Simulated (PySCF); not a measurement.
SMILES F[Si](F)(F)F (F4Si), singlet (PBE0/def2-SVP optimised geometry):

```
5

F      1.058    -0.374     0.000
Si    -0.528    -0.374     0.000
F     -1.058    -1.121    -1.295
F     -1.056     1.122     0.000
F     -1.057    -1.122     1.295
```

Calculation: PBE0/def2-TZVP (PySCF).

**Question.** What are the frontier orbital energies and the dipole moment?

**Answer.** HOMO-2 -12.77 eV, HOMO-1 -12.77 eV, HOMO -12.77 eV, LUMO 0.21 eV, LUMO+1 2.21 eV; dipole moment 0.00 D.

On the same geometry PySCF with PBE/def2-TZVP gives HOMO-2 -10.58 eV, HOMO-1 -10.58 eV, HOMO -10.58 eV, LUMO -0.86 eV, LUMO+1 1.29 eV; dipole moment 0.00 D.

Meta-Löwdin charges at PBE0/def2-TZVP: F1 -0.47, Si2 1.89, F3 -0.47, F4 -0.47, F5 -0.47.
